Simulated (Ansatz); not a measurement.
# NCS, doublet in cc-pVDZ: errors against UCCSDT(Q)

Geometry: a PBE0/def2-TZVP stationary point for this spin, not checked as a minimum.

```xyz
3

N     0.0000    0.0000   -1.3227
C     0.0000    0.0000   -0.1481
S     0.0000    0.0000    1.4708
```

Basis cc-pVDZ; Ansatz 0.2.0. Only valence electrons are correlated (noble-gas cores frozen), which leaves 15 electrons in 39 orbitals. R marks a restricted (for open shells ROHF) determinant, U an unrestricted one. Active spaces: valence = (13e, 11o, short of the full valence) chosen from the atoms' valence shells.

Full CI isn't at hand for all of this; UCCSDT(Q) serves as the reference, and is uncertain by about the last step of the cluster series. The frozen core follows each run's orbitals, which can shift R against U totals by a few meV.

Unrestricted rows (U) aren't spin-pure: their determinants' ⟨S²⟩ exceeds S(S+1) by up to 0.18, so they mix in states of higher spin. For open shells CISD is restricted-active-space CI with the open shells as a complete middle space.

* UHF ⟨S²⟩: 0.931
* T1 diagnostic (RCCSD): 0.0287
* largest doubles amplitude (RCCSD): 0.084
* T1 diagnostic (UCCSD): 0.0367

```json
{"level": "RHF", "E − E(UCCSDT(Q)) (mEh)": "431.98", "share of correlation (%)": "0.00", "wall time": "–"}
{"level": "UHF", "E − E(UCCSDT(Q)) (mEh)": "417.18", "share of correlation (%)": "3.43", "wall time": "–"}
{"level": "RMP2", "E − E(UCCSDT(Q)) (mEh)": "37.19", "share of correlation (%)": "91.39", "wall time": "–"}
{"level": "UMP2", "E − E(UCCSDT(Q)) (mEh)": "52.62", "share of correlation (%)": "87.82", "wall time": "–"}
{"level": "CISD", "E − E(UCCSDT(Q)) (mEh)": "66.88", "share of correlation (%)": "84.52", "wall time": "6.5 s"}
{"level": "RCCSD", "E − E(UCCSDT(Q)) (mEh)": "20.75", "share of correlation (%)": "95.20", "wall time": "–"}
{"level": "UCCSD", "E − E(UCCSDT(Q)) (mEh)": "19.88", "share of correlation (%)": "95.40", "wall time": "–"}
{"level": "RCCSD(T)", "E − E(UCCSDT(Q)) (mEh)": "2.75", "share of correlation (%)": "99.36", "wall time": "7 s"}
{"level": "UCCSD(T)", "E − E(UCCSDT(Q)) (mEh)": "3.07", "share of correlation (%)": "99.29", "wall time": "7 s"}
{"level": "BCCD(T)", "E − E(UCCSDT(Q)) (mEh)": "2.66", "share of correlation (%)": "99.38", "wall time": "3.4 s"}
{"level": "RCCSDT", "E − E(UCCSDT(Q)) (mEh)": "2.17", "share of correlation (%)": "99.50", "wall time": "–"}
{"level": "UCCSDT", "E − E(UCCSDT(Q)) (mEh)": "1.96", "share of correlation (%)": "99.55", "wall time": "–"}
{"level": "RCCSDT(Q)", "E − E(UCCSDT(Q)) (mEh)": "0.03", "share of correlation (%)": "99.99", "wall time": "59 s"}
{"level": "CASSCF (valence space)", "E − E(UCCSDT(Q)) (mEh)": "271.29", "share of correlation (%)": "37.20", "wall time": "–"}
{"level": "NEVPT2 (valence space)", "E − E(UCCSDT(Q)) (mEh)": "52.33", "share of correlation (%)": "87.89", "wall time": "17 s"}
{"level": "MRCISD (valence space)", "E − E(UCCSDT(Q)) (mEh)": "24.54", "share of correlation (%)": "94.32", "wall time": "–"}
{"level": "MRCISD+Q (valence space)", "E − E(UCCSDT(Q)) (mEh)": "2.24", "share of correlation (%)": "99.48", "wall time": "25 s"}
```

The correlation energy at UCCSDT(Q), counted from RHF, is -11.755 eV. That run took 50 s on 1 thread of Arm Neoverse V1, shared host.

Times hold each run's SCF and search for its determinant on a shared host, so for small cases they say little of a method's own cost; they ran on 1 thread of Arm Neoverse V1.

Natural occupations of CASSCF (valence space) about the gap: 1.979 1.975 1.938 1.929 1.006 0.073 0.070 0.030 0.016; effectively unpaired electrons, Σ n²(2−n)², 1.08.

Atomization energy (electronic, same basis, no zero-point term; atoms at the same level, unrestricted beside the R rows where the molecule is a closed shell, with restricted open-shell steps beyond CCSDT(Q)) at UCCSDT(Q): 1042.3 kJ/mol. Errors of other levels:

```csv
level,error (kJ/mol)
RHF,-407.9
UHF,-397.4
RMP2,58.5
UMP2,18.1
CISD,-156.5
RCCSD,-44.5
UCCSD,-42.9
RCCSD(T),-4.6
UCCSD(T),-5.8
BCCD(T),-4.4
RCCSDT,-5.0
UCCSDT,-4.7
RCCSDT(Q),0.2
```

This basis is far from its limit, so the value isn't to be set against a measured one. Truncated CI isn't size-consistent, which counts against it in atomization.
